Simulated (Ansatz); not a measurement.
**singlet [OF2]2+: a two-point extrapolation**

[OF2]2+: 3 atoms, total charge +2, spin state singlet. SMILES of the parent species: `F[O+]F`. Geometry: relaxed at PBE0-D4/def2-TZVP. That shape belongs to the parent species and isn't relaxed for this state.

```tsv
atom	x (Å)	y (Å)	z (Å)
F	0.9202	-0.3090	0.4734
O	0.0006	0.5052	0.0557
F	-0.9208	-0.1962	-0.5291
```

MP2 energies, 3 core orbitals frozen (Ansatz 0.2.0):

| basis | X | functions | Hartree–Fock (Eh) | correlation (Eh) |
| --- | --- | --- | --- | --- |
| cc-pVDZ-DK | 2 | 42 | -272.301773 | -0.512274 |
| cc-pVTZ-DK | 3 | 90 | -272.421602 | -0.657334 |
| cc-pVQZ-DK | 4 | 165 | -272.447707 | -0.711281 |

The correlation energy converges as X⁻³, the Hartree–Fock energy about exponentially.

**Question.** Extrapolate to the complete basis.

**Answer.** 
1. Correlation: E(∞) = (4³ E(4) − 3³ E(3))/(4³ − 3³) = (64 × (-0.711281) − 27 × (-0.657334))/37 = -0.750648 Eh.
2. Hartree–Fock: successive steps shrink by 0.218; summing the geometric tail gives -272.447707 + (-0.026105) × 0.218/(1 − 0.218) = -272.454978 Eh.
3. Total: -272.454978 + (-0.750648) = -273.205626 Eh.
4. cc-pVQZ-DK holds 94.8 % of the extrapolated correlation energy, cc-pVTZ-DK 87.6 %.

This is an estimate of the method's limit, not an exact energy.
